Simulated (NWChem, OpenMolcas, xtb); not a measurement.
## H2S (hydrogen sulfide): methods side by side

The species is H2S (3 atoms), meant as a singlet with charge 0. SMILES: `S`. The shape is that of a PBE0-D4/def2-TZVP optimisation.

```xyz
3

S     0.4955   -0.2806    0.2439
H     0.0979    0.9977    0.1624
H    -0.5934   -0.7171   -0.4063
```

Each level gives the dipole moment (D). The values are calculated.

**What was measured.** NIST CCCBDB gives the dipole moment of the gas as 0.97 D.

```json
{"level": "GFN0-xTB", "kind": "semi-empirical", "program": "xtb", "value (D)": "1.74", "computed − measured": "+0.77", "CPU time": "under 2 s"}
{"level": "HF/aug-cc-pVTZ", "kind": "Hartree–Fock", "program": "OpenMolcas", "value (D)": "1.09", "computed − measured": "+0.12", "CPU time": "8.3 s"}
{"level": "SVWN5/aug-cc-pVTZ", "kind": "LDA", "program": "OpenMolcas", "value (D)": "1.04", "computed − measured": "+0.07", "CPU time": "14 s"}
{"level": "PBE/aug-cc-pVTZ", "kind": "GGA", "program": "NWChem", "value (D)": "1.00", "computed − measured": "+0.03", "CPU time": "14 s"}
{"level": "TPSS/aug-cc-pVTZ", "kind": "meta-GGA", "program": "NWChem", "value (D)": "1.00", "computed − measured": "+0.03", "CPU time": "18 s"}
{"level": "B3LYP/aug-cc-pVTZ", "kind": "global hybrid", "program": "NWChem", "value (D)": "0.99", "computed − measured": "+0.02", "CPU time": "18 s"}
{"level": "CAM-B3LYP/aug-cc-pVTZ", "kind": "range-separated hybrid", "program": "NWChem", "value (D)": "1.04", "computed − measured": "+0.07", "CPU time": "68 s"}
```

Nearest: B3LYP/aug-cc-pVTZ (+0.02 D); farthest: GFN0-xTB (+0.77 D). The measured dipole is a vibrational average, so differences of a few hundredths of a debye mean little. Computed less measured by kind, in D (aug-cc-pVTZ rows): semi-empirical +0.77; Hartree–Fock +0.12; LDA +0.07; GGA +0.03; meta-GGA +0.03; global hybrid +0.02; range-separated hybrid +0.07. Magnitudes only: a small dipole may point the other way at some levels. CPU times are rough (shared hosts, several kinds of processor): they show what a rung costs within a factor of a few.
